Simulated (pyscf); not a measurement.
This saddle point was located with ωB97X-D3(BJ)/def2-SVP in PySCF.

```xyz
10

N      0.1517     0.4551     0.4265
Si    -1.1564    -0.6017     0.7336
Cl    -1.4659    -2.0156    -0.7295
Cl    -2.8709     0.5072     0.8576
Cl    -0.8701    -1.5992     2.4896
H     -0.0609     1.2684    -0.5846
H      1.0307    -0.0163     0.1928
N     -0.5396     1.4488    -1.6486
H     -0.3751     0.6191    -2.2284
H     -1.5534     1.4796    -1.4889
```
Charge 0, spin multiplicity 2.

Surface: doublet, charge 0. Lowest wavenumbers (cm⁻¹): 1647i, 58, 100, 159, 162.

Question: Name the species on either side of this saddle.

Answer: H₂N–Si(Cl)(Cl)–Cl (SMILES N[Si](Cl)(Cl)Cl) + NH₂• (SMILES [NH2]) ⇌ •HN–Si(Cl)(Cl)–Cl (SMILES [NH][Si](Cl)(Cl)Cl) + NH₃ (SMILES N), a hydrogen abstraction read from left to right: H–N broken and H–N formed. At ωB97M-D3(BJ)/def2-TZVP it lies +0.44 eV from the left side and +0.20 eV from the right (each side as separated species at their lowest minima found). On the reactant side the descent ends in a complex, 0.28 eV under the separated species and 0.72 eV under the saddle at ωB97X-D3(BJ)/def2-TZVP. This is the saddle that the search found; another between the same sides may lie lower. The angle at the transferred H is 149°.
